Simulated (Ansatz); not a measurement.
Consider the substitution at a C–C bond: `CCC(F)CF` + `C=C(F)S` → `C=C(F)SC` + `CC(F)CF`.

Isolated molecules relaxed with PBE0-D4/def2-TZVP in Ansatz; ΔE leaves out vibrations. CBS: MP2 limit from def2 TZ/QZ plus the TZ coupled-cluster correction, frozen cores. Functionals use def2-TZVPP. Each species was taken in one conformer, which may not be the lowest.

| level | ΔE (kcal/mol) |
| --- | --- |
| PBE-D4 | -2.1 |
| BLYP | -2.3 |

(1) What does CCSD(T)/CBS give? (Best estimate.)

Largest T1 diagnostic among the species: 0.012.

## Answers

(1) Ansatz gave: -1.2 kcal/mol. The listed levels differ from it by -0.9, -1.1 kcal/mol.

Leaving LDA and LC-ωPBE aside and taking each functional with its dispersion term where it has one, the values, not all of them listed here, spread over 1.3 kcal/mol, from BLYP-D4 to CAM-B3LYP-D4. LDA lies +1.4 kcal/mol from PBE without D4. At CCSD(T), def2-SVP lies +2.8 kcal/mol from the extrapolated value and def2-TZVPP +0.6 kcal/mol.
